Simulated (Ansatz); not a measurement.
A run of Ansatz (development build ahead of 0.2.0) on doublet CH2F2(+) at this shape:

```xyz
5

C    -0.0813   -0.4309    0.1097
H    -0.8340   -0.8041    0.8618
H     0.2197   -1.2983   -0.5449
F     0.8671    0.1446    0.6178
F    -0.7903    0.4007   -0.7137
```

Its results:

| Item | Value |
| --- | --- |
| Converged | yes |
| Total energy | -237.22746 hartree |
| Spin squared of the determinant | 0.766 |
| Stability test | minimum |

Forces (eV/Å):
```tsv
atom	Fx	Fy	Fz
C1	-1.720	-1.426	-0.787
H2	-0.309	0.067	-0.497
H3	-0.525	0.167	-0.211
F4	2.406	1.764	1.183
F5	0.148	-0.572	0.312
```

(1) Which input gives this output? Name the method, the orbitals and the basis set, and write the input.

## Answers

(1) UHF in def2-SVP.

```yaml
crystal:
  periodic: [false, false, false]
  atoms:
    - { symbol: C, position_ang: [-0.08128, -0.43094, 0.10972] }
    - { symbol: H, position_ang: [-0.83399, -0.8041, 0.86177] }
    - { symbol: H, position_ang: [0.21972, -1.29826, -0.54493] }
    - { symbol: F, position_ang: [0.86713, 0.1446, 0.61779] }
    - { symbol: F, position_ang: [-0.79032, 0.40067, -0.71365] }
basis:
  gaussian: { orbitals: def2-SVP }
total_charge: 1
magnetization:
  spin_polarized: true
  initial_magnetization: 1
hamiltonian:
  xc: hf
output:
  forces: true
```
